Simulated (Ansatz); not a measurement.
# C₂H₅Si+ (SMILES C=[Si+]C): one structure at several levels

An exercise on one series of results from a longer session: the logs are not shown, and one member is left open.

Program: Ansatz 0.2.0, Gaussian basis. Level of theory: single points in def2-TZVPP. These are calculated values, not measurements.

Cores are frozen in the correlated methods.

**Where the work starts**

SMILES `C=[Si+]C`, 8 atoms, charge 1, spin multiplicity 1.

Atoms are counted from 1 here; the program's logs count them from 0.

Bond lengths: C1–Si2 1.535 Å, C1–H4 1.036 Å, C1–H5 1.092 Å, Si2–C3 1.981 Å, C3–H6 1.239 Å, C3–H7 1.195 Å, C3–H8 1.040 Å. Angles: Si2–C1–H4 122.3°, Si2–C1–H5 120.6°, H4–C1–H5 115.0°, C1–Si2–C3 175.7°, Si2–C3–H6 117.3°, Si2–C3–H7 103.9°, Si2–C3–H8 119.2°, H6–C3–H7 99.5°, H6–C3–H8 101.4°, H7–C3–H8 114.2°.

Coordinates:

```xyz
8
C2H5Si
C    -1.0764    1.0467   -1.2523
Si   -0.2790    0.1977   -0.2518
C     0.8467   -0.9255    0.9294
H    -1.8609    0.6582   -1.8054
H    -1.0346    2.1372   -1.2137
H     1.3870   -0.3688    1.8952
H     1.8146   -1.1563    0.2674
H     0.4289   -1.7637    1.3818
```

The first run:

File run/in.yaml:

```yaml
crystal:
  periodic: [false, false, false]
  atoms:
    - {symbol: C, position_ang: [-1.076400, 1.046700, -1.252300]}
    - {symbol: Si, position_ang: [-0.279000, 0.197700, -0.251800]}
    - {symbol: C, position_ang: [0.846700, -0.925500, 0.929400]}
    - {symbol: H, position_ang: [-1.860900, 0.658200, -1.805400]}
    - {symbol: H, position_ang: [-1.034600, 2.137200, -1.213700]}
    - {symbol: H, position_ang: [1.387000, -0.368800, 1.895200]}
    - {symbol: H, position_ang: [1.814600, -1.156300, 0.267400]}
    - {symbol: H, position_ang: [0.428900, -1.763700, 1.381800]}
basis:
  gaussian: {orbitals: def2-TZVPP}
total_charge: 1
correlation: {method: ccsd_t}
output: {forces: true}
```

No record of the launch command was kept for these runs.

Steps of the session up to this table: CCSD(T)/def2-TZVPP; PBE0-D4/def2-TZVPP; wB97M-V/def2-TZVPP; r2SCAN-D4/def2-TZVPP; PBE-D4/def2-TZVPP; revPBE-D4/def2-TZVPP; BLYP-D4/def2-TZVPP.

One of the session's tables, all rows but one given; the rest of the session is left out.

```
   method  RMS force component (eV/Å)  angle to CCSD(T) forces (°)
  CCSD(T)                       2.792                    reference
  PBE0-D4                       2.678                          2.9
  wB97M-V                       2.641                          3.2
r2SCAN-D4                           ?                            ?
   PBE-D4                       2.703                          3.4
revPBE-D4                       2.737                          3.1
  BLYP-D4                       2.678                          2.0
```

**Question.** Estimate the row for r2SCAN-D4.

The run gave: RMS force component (eV/Å): 2.688; angle to CCSD(T) forces (°): 2.4. In the column «RMS force component (eV/Å)» it lies between BLYP-D4 (2.678) and PBE-D4 (2.703).
